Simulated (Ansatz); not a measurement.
System: C$_{4}$H$_{8}$, charge 0, singlet. C4H8 (SMILES C1CCC1).
B3LYP-D3(BJ)/def2-TZVP minimum from Ansatz (a first-principles code):
```xyz
12

C     -0.0021     1.0817     0.1209
C      0.0007    -1.0808     0.1288
C     -1.0806    -0.0019    -0.1307
C      1.0820     0.0010    -0.1189
H      0.0003     1.9568    -0.5289
H     -0.0082     1.4196     1.1583
H      0.0054    -1.9605    -0.5146
H     -0.0045    -1.4112     1.1686
H     -1.9615    -0.0007     0.5111
H     -1.4091    -0.0061    -1.1712
H      1.9558     0.0045     0.5324
H      1.4217    -0.0023    -1.1558
```

Quantity: atomisation energy (electronic, to ground-state atoms), in kJ/mol. Open shells are spin-unrestricted; no spin-orbit coupling. CBS(X,Y): correlation extrapolated as X^-3, Hartree-Fock from the larger set. A bracket is a step between two methods taken in the basis named. Functionals run without relativity, which enters their misses. Double hybrids freeze cores in their MP2 part. '+ core + X2C': CCSD(T) terms for core correlation (cc-pwCVTZ) and scalar relativity (cc-pVTZ-DK). For partners of very few electrons the exact lower level stands in for a higher one.

CCSD(T)/CBS(cc-pVTZ,cc-pVQZ) + [CCSDT(Q) - CCSD(T)]/cc-pVDZ + core + X2C (Ansatz) gives 4817.6 kJ/mol.

Question: What does PBE/def2-TZVPD (Ansatz) give here, and how do the other levels compare?

Answer: PBE gives 4881.0 kJ/mol, 63.4 kJ/mol above it. Differences of the others: r2SCAN/def2-TZVPD (Ansatz) -12.0; B3LYP/def2-TZVPD (Ansatz) -45.6; PBE0/def2-TZVPD (Ansatz) 15.8; wB97M-V/def2-TZVPD (Ansatz) -2.4; B2PLYP/def2-TZVPD (Ansatz) -72.9; CCSD(T)/CBS(cc-pVTZ,cc-pVQZ) + core + X2C (Ansatz) -1.6 kJ/mol. Nearer than PBE: r2SCAN/def2-TZVPD, B3LYP/def2-TZVPD, PBE0/def2-TZVPD, wB97M-V/def2-TZVPD, CCSD(T)/CBS(cc-pVTZ,cc-pVQZ) + core + X2C.
